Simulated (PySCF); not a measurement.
Species: CH4ClSi (charge -1).
Bonds: C1–Si2, Si2–Cl3. Hydrogens: H4, H5, H6 on C1; H7 on Si2.

The closed-shell ground state was solved at several levels (PySCF, density fitting, gas phase, non-relativistic). Geometry: PBE0-D3(BJ)/def2-SVP; no solvent, vibrations or thermal averaging. No diffuse functions stand in pcSseg-1 and pcSseg-2, which bears on an anion's orbital energies.

```json
{"level": "PBE0/def2-SVPD", "basis functions": "103", "total energy (Eh)": "-789.6908", "HOMO (eV)": "-0.31", "LUMO (eV)": "4.54", "gap (eV)": "4.85"}
{"level": "PBE0/pcSseg-1", "basis functions": "85", "total energy (Eh)": "-789.9064", "HOMO (eV)": "-0.14", "LUMO (eV)": "5.31", "gap (eV)": "5.45"}
```

Problem. Estimate the row for HF/pcSseg-2, a basis of 178 functions; the other rows only guide the guess.

Solution. Total energy -788.7131 Eh, HOMO -2.52 eV, LUMO 6.59 eV, gap 9.11 eV.

Problem. Over all these levels, which gives the widest orbital gap and which the narrowest?

Solution. HF/pcSseg-2 (Hartree–Fock, all exact exchange) has the widest, 9.11 eV, and PBE0/def2-SVPD (global hybrid, 25 % exact exchange) the narrowest, 4.85 eV. Functional and basis both differ between the two, so the spread mixes both effects.
